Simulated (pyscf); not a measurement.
`[CH4]` + `[CH3][NH][Zn]` [doublet] → `[CH3][Zn]` [doublet] + `[CH3][NH2]`, a four-centre exchange (doublet surface; C–H, N–Zn broken, C–Zn, H–N formed). Structures and frequencies: ωB97X-D3(BJ)/def2-SVP in PySCF. Energies in kJ/mol from the separated reactants.

Small-basis levels: PySCF, no dispersion term, spherical d functions. AM1 to PM7: differences of heats of formation from MOPAC, which are fitted to 298 K values and so differ in kind from electronic energies by zero-point and thermal terms. GFN2-xTB: tblite. Open shells are spin-unrestricted. 

```json
[
 {"level": "HF/6-31G*+LANL2DZ", "barrier": "192.0", "reaction energy": "+32.9"},
 {"level": "BP86/6-31G*+LANL2DZ", "barrier": "103.7", "reaction energy": "+39.6"},
 {"level": "B3LYP/6-311+G**+LANL2DZ", "barrier": "124.3", "reaction energy": "+25.9"},
 {"level": "PBE/def2-SVP", "barrier": "83.1", "reaction energy": "+29.1"},
 {"level": "B3LYP/def2-SVP", "barrier": "113.5", "reaction energy": "+27.5"},
 {"level": "GFN2-xTB", "barrier": "123.6", "reaction energy": "+80.8"},
 {"level": "AM1", "barrier": "82.8", "reaction energy": "-55.8"},
 {"level": "ωB97M-D3(BJ)/def2-TZVP", "barrier": "127.3", "reaction energy": "+21.2"}
]
```

Against the last row the barrier runs from -44.5 (AM1) to +64.7 kJ/mol (HF/6-31G*+LANL2DZ). ωB97M-D3(BJ)/def2-TZVP has limits of its own. On the product side the descent ends in an adduct with a N–Zn contact, 45.4 kJ/mol under the separated species and 147.2 kJ/mol under the saddle at ωB97X-D3(BJ)/def2-TZVP. What is counted as broken (N–Zn) persists as a longer contact in the product adduct; parting that adduct is a step of its own. This is the saddle that the search found; another between the same sides may lie lower. In the def2 sets elements up to Kr have no core potential.
